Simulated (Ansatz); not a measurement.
Born–Oppenheimer molecular dynamics of H$_{5}$OSSi (8 atoms, charge 1, multiplicity 1). It starts from a relaxed structure.

Method: RKS PBE-D4/def2-SVP (Ansatz 0.2.0).

```json
{"ensemble": "NVE (velocity Verlet)", "time step": "0.5 fs", "steps asked": "300", "starting velocities drawn for": "400 K", "seed": "738608"}
```

Frames 0.5 fs apart, positions in Å, forces in eV/Å.

Velocities at 110.0 fs (Å/ps):

```
Si 0.41 1.23 0.04
O -1.45 -1.43 -3.07
S 0.15 0.34 0.46
H -9.98 10.21 20.04
H -4.85 -8.01 -6.30
H -1.86 -21.49 -0.82
H 30.65 0.39 29.07
H -7.23 -3.35 -9.11
```

```xyz
8
Properties=species:S:1:pos:R:3:forces:R:3 time_fs=110.0 energy_less_start_eV=0.133 T=229
Si -0.783 1.080 -0.531 0.03 0.46 0.50
O -0.037 -0.138 0.587 0.71 -0.74 -0.63
S 0.986 -1.357 0.183 -0.94 0.88 0.28
H -2.222 0.942 -0.199 -0.11 -0.06 0.05
H -0.476 0.805 -1.948 0.21 -0.39 -0.27
H -0.162 2.373 -0.101 -0.03 -0.14 0.06
H 1.859 -1.311 1.234 0.54 0.39 0.18
H 0.404 -2.382 0.886 -0.40 -0.40 -0.17
8
Properties=species:S:1:pos:R:3:forces:R:3 time_fs=110.5 energy_less_start_eV=0.119 T=247
Si -0.783 1.081 -0.531 -0.15 0.28 0.42
O -0.038 -0.139 0.585 0.71 -0.76 -0.62
S 0.986 -1.357 0.183 -0.65 0.90 0.62
H -2.228 0.947 -0.189 0.01 -0.06 0.01
H -0.478 0.800 -1.951 0.18 -0.37 -0.20
H -0.163 2.362 -0.101 0.05 0.03 0.10
H 1.875 -1.310 1.248 0.21 0.35 -0.18
H 0.400 -2.384 0.881 -0.37 -0.36 -0.16
8
Properties=species:S:1:pos:R:3:forces:R:3 time_fs=111.0 energy_less_start_eV=0.117 T=250
Si -0.783 1.081 -0.530 -0.33 0.09 0.33
O -0.038 -0.140 0.583 0.71 -0.78 -0.60
S 0.986 -1.357 0.184 -0.39 0.90 0.93
H -2.233 0.952 -0.179 0.13 -0.05 -0.03
H -0.480 0.795 -1.955 0.15 -0.34 -0.11
H -0.164 2.352 -0.101 0.14 0.20 0.14
H 1.892 -1.309 1.263 -0.09 0.30 -0.49
H 0.395 -2.387 0.876 -0.32 -0.32 -0.16
8
Properties=species:S:1:pos:R:3:forces:R:3 time_fs=111.5 energy_less_start_eV=0.125 T=240
Si -0.783 1.082 -0.530 -0.49 -0.10 0.23
O -0.039 -0.141 0.582 0.71 -0.78 -0.58
S 0.986 -1.357 0.184 -0.18 0.88 1.18
H -2.237 0.957 -0.169 0.24 -0.04 -0.07
H -0.481 0.789 -1.960 0.12 -0.31 -0.02
H -0.165 2.341 -0.101 0.22 0.37 0.18
H 1.908 -1.307 1.276 -0.35 0.26 -0.75
H 0.389 -2.391 0.871 -0.27 -0.26 -0.16
8
Properties=species:S:1:pos:R:3:forces:R:3 time_fs=112.0 energy_less_start_eV=0.139 T=221
Si -0.783 1.083 -0.530 -0.63 -0.28 0.13
O -0.039 -0.142 0.580 0.70 -0.79 -0.56
S 0.986 -1.356 0.185 -0.01 0.85 1.38
H -2.242 0.962 -0.159 0.34 -0.04 -0.11
H -0.483 0.782 -1.964 0.10 -0.28 0.07
H -0.165 2.332 -0.101 0.30 0.52 0.22
H 1.923 -1.304 1.287 -0.57 0.21 -0.96
H 0.383 -2.395 0.865 -0.21 -0.19 -0.17
8
Properties=species:S:1:pos:R:3:forces:R:3 time_fs=112.5 energy_less_start_eV=0.157 T=199
Si -0.783 1.083 -0.530 -0.75 -0.44 0.04
O -0.039 -0.143 0.578 0.69 -0.78 -0.54
S 0.986 -1.356 0.185 0.11 0.80 1.53
H -2.245 0.966 -0.149 0.42 -0.04 -0.15
H -0.483 0.774 -1.968 0.07 -0.24 0.16
H -0.164 2.324 -0.099 0.36 0.65 0.25
H 1.938 -1.300 1.296 -0.75 0.17 -1.12
H 0.376 -2.400 0.858 -0.14 -0.12 -0.18
8
Properties=species:S:1:pos:R:3:forces:R:3 time_fs=113.0 energy_less_start_eV=0.174 T=177
Si -0.783 1.084 -0.530 -0.84 -0.57 -0.04
O -0.039 -0.145 0.576 0.67 -0.77 -0.51
S 0.986 -1.355 0.186 0.20 0.75 1.63
H -2.248 0.971 -0.140 0.48 -0.04 -0.18
H -0.484 0.766 -1.972 0.04 -0.21 0.25
H -0.162 2.317 -0.098 0.41 0.74 0.26
H 1.950 -1.297 1.302 -0.89 0.14 -1.22
H 0.368 -2.405 0.852 -0.08 -0.04 -0.19
8
Properties=species:S:1:pos:R:3:forces:R:3 time_fs=113.5 energy_less_start_eV=0.186 T=162
Si -0.783 1.084 -0.530 -0.88 -0.66 -0.10
O -0.039 -0.146 0.574 0.65 -0.75 -0.49
S 0.986 -1.355 0.187 0.26 0.69 1.68
H -2.249 0.975 -0.131 0.52 -0.04 -0.21
H -0.485 0.757 -1.975 0.01 -0.17 0.33
H -0.160 2.312 -0.095 0.45 0.80 0.27
H 1.960 -1.293 1.306 -1.00 0.10 -1.28
H 0.361 -2.411 0.844 -0.01 0.03 -0.19
8
Properties=species:S:1:pos:R:3:forces:R:3 time_fs=114.0 energy_less_start_eV=0.190 T=156
Si -0.783 1.085 -0.530 -0.89 -0.70 -0.15
O -0.039 -0.148 0.572 0.63 -0.73 -0.45
S 0.986 -1.354 0.188 0.28 0.62 1.68
H -2.249 0.980 -0.123 0.55 -0.04 -0.23
H -0.485 0.748 -1.977 -0.01 -0.13 0.39
H -0.156 2.309 -0.092 0.45 0.81 0.25
H 1.968 -1.288 1.306 -1.07 0.07 -1.31
H 0.353 -2.416 0.837 0.06 0.10 -0.19
8
Properties=species:S:1:pos:R:3:forces:R:3 time_fs=114.5 energy_less_start_eV=0.186 T=162
Si -0.783 1.085 -0.530 -0.85 -0.70 -0.17
O -0.039 -0.149 0.569 0.60 -0.69 -0.42
S 0.986 -1.353 0.189 0.28 0.55 1.64
H -2.248 0.984 -0.115 0.55 -0.04 -0.24
H -0.486 0.739 -1.978 -0.03 -0.09 0.45
H -0.151 2.308 -0.088 0.44 0.78 0.22
H 1.973 -1.284 1.304 -1.11 0.04 -1.29
H 0.346 -2.421 0.829 0.12 0.16 -0.19
8
Properties=species:S:1:pos:R:3:forces:R:3 time_fs=115.0 energy_less_start_eV=0.173 T=178
Si -0.783 1.086 -0.529 -0.77 -0.65 -0.16
O -0.039 -0.151 0.567 0.56 -0.65 -0.38
S 0.986 -1.353 0.190 0.26 0.48 1.55
H -2.245 0.988 -0.108 0.53 -0.04 -0.25
H -0.487 0.729 -1.979 -0.04 -0.06 0.48
H -0.145 2.309 -0.084 0.40 0.70 0.18
H 1.975 -1.279 1.298 -1.11 0.02 -1.23
H 0.339 -2.425 0.820 0.18 0.21 -0.18
8
Properties=species:S:1:pos:R:3:forces:R:3 time_fs=115.5 energy_less_start_eV=0.153 T=204
Si -0.784 1.086 -0.529 -0.66 -0.57 -0.14
O -0.039 -0.153 0.565 0.52 -0.60 -0.34
S 0.986 -1.352 0.191 0.21 0.41 1.41
H -2.241 0.992 -0.101 0.49 -0.04 -0.25
H -0.487 0.719 -1.978 -0.06 -0.03 0.50
H -0.139 2.311 -0.080 0.34 0.59 0.12
H 1.975 -1.274 1.289 -1.08 0.00 -1.13
H 0.333 -2.429 0.811 0.23 0.24 -0.17
```

Of the whole run (150 fs, mean temperature of the second half 214 K): The conserved energy stayed within 0.25 meV per atom of its start (net change 0.17 meV per atom), so the integration is sound. The temperature averaged 0.54 of the 400 K drawn at the start: a run that starts near a minimum puts about half its kinetic energy into the potential. A run of 0.15 ps of so small a system gives no equilibrium averages. Limits of this set-up: the dipole of an ion depends on the origin.

Time of the run: 7.2 min on 1 thread of Arm Neoverse V2 (shared host), peak memory 0.12 GiB.
